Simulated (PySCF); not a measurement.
A structure optimised at PBE0-D3(BJ)/def2-TZVP, used in a PySCF frequency run:

```xyz
8

Si     0.0000     0.0000    -0.6316
C      0.0000     0.0000     1.2390
H      1.2055     0.6960    -1.1575
H     -1.2055     0.6960    -1.1575
H      0.0000    -1.3920    -1.1575
H      0.8842    -0.5105     1.6267
H     -0.8842    -0.5105     1.6267
H      0.0000     1.0210     1.6267
```
Charge 0, spin multiplicity 1.

Problem. Write its SMILES, formula and point group.

Solution. C[SiH3], CH6Si, C3v

Problem. What are its rotational constants (standard atomic weights)?

Solution. 56.080, 10.949, 10.949 GHz
